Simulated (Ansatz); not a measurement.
bcc V, treated with LDA (Ansatz, a first-principles code, PAW).

A relaxed, unreconstructed slab of the (111) face has 18 atoms, two equal faces of 14.844 Å² each and an energy of -51482.4970 eV. A bulk cell of 3 atoms with the same orientation and in-plane k mesh has -8581.3753 eV. Energies are extrapolated to zero smearing.

Numerical settings: plane-wave cutoff 500 eV, 18×18×1 k mesh (along the axes of the cell as run), Fermi–Dirac smearing 0.1 eV, scalar-relativistic PAW data made under PBE.

Worked out: γ = (E_slab − N E_bulk per atom)/2A = [-51482.4970 − 18 × (-8581.3753/3)]/(2 × 14.844) = 0.1938 eV/Å². With 16.022 J/m² per eV/Å² this is 3.11 J/m², or 2.88 eV per surface cell and face.
